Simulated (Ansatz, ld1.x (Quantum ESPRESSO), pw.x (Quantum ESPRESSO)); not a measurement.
**Sc: one change to the TM potential, in the atom and in the bcc crystal**

Sc (Z = 21), norm-conserving Troullier–Martins (Kleinman–Bylander form), made with ld1.x (Quantum ESPRESSO) 7.5 (PBEsol, scalar-relativistic). Core [Ar], reference 3d1 4s2 4p0. Waves: 4p (bound, empty): rc 2.70 bohr; 3d (bound): rc 2.95 bohr; 4s (bound): rc 3.15 bohr. Local part: the s channel. Core correction: none.

Change: local potential the d channel.

Cutoffs, loose and tight: the cutoffs (Ry, on a coarse ladder) from which the occupation-weighted sum of valence levels, in a spherical-Bessel basis at the reference potential, stays within 10 and 1 mRy of its value at 400 Ry. They do not see the model core or the augmentation charge, which bear on the density cutoff. Test errors are all-electron minus pseudo excitation energies from the reference, over the configurations 3d1 4s1 4p0; 3d1 4s0 4p0; 3d1 4s1.5 4p0; 3d2 4s1 4p0; 3d0 4s2 4p0; 3d0 4s2 4p1; 3d1 4s0 4p2; variants that change the core or the reference have their own tests.

Crystal test: bcc Sc in pw.x 7.5, no spin, 13³ k-points, Fermi–Dirac smearing 0.01 Ry, cutoffs set for each file from its atomic test. The reference is all-electron LAPW (Ansatz 0.2.0) with the same functional, mesh and smearing; V0 and B0 come from Birch–Murnaghan fits to the pressures at five volumes. Errors are pseudo minus all-electron; Δ is the rms difference of the E(V) curves that follow from these fits, minima aligned, over ±6 % about the mean V0. Mesh and smearing are coarse, so the numbers serve the comparison and aren't converged zero-temperature values; the lattice is a test structure that the element need not adopt.

All-electron: a0 = 3.635 Å (V0 = 24.01 Å³/atom), B0 = 54.6 GPa.

Problem. Does the change bring the crystal closer to the all-electron result?

Solution. The mean pressure error goes from +3.36 to +26.88 GPa, so the change moves the solid further from the all-electron pressures. Neither pressure curve crosses zero within the volumes sampled, so no fits are given.

```csv
quantity,base,changed
outcome (atom),generated,generated
"cutoff, loose (atom)",25 Ry,25 Ry
"cutoff, tight (atom)",30 Ry,30 Ry
bound ghosts (atom),none,s
largest test error (meV) (atom),+633 over the solved tests; 1 of 7 tests not solved or not reliable,+688 over the solved tests; 1 of 7 tests not solved or not reliable
cutoffs in pw.x (Ry),40/160,40/160
mean pressure error (GPa),+3.36,+26.88
```

Base: The largest radius (3.15 bohr) exceeds half the bond length (2.97 bohr), so the spheres overlap, which is one possible source of error among others. This is a poor potential for the solid. Atomic configuration tests: 1 of 7 tests not solved or not reliable. Changed file: The largest radius (3.15 bohr) exceeds half the bond length (2.97 bohr), so the spheres overlap, which is one possible source of error among others. This is a poor potential for the solid. Note: ghost state, extra bound levels that the all-electron valence spectrum of the same l lacks: s at -38.0 eV. A true bound ghost makes a file unfit for plane-wave use. Atomic configuration tests: 1 of 7 tests not solved or not reliable. The logarithmic derivative shows an extra or strongly shifted pseudo pole above the reference energy (p near 0.27 Ry). The atomic cutoffs weigh occupied waves only.
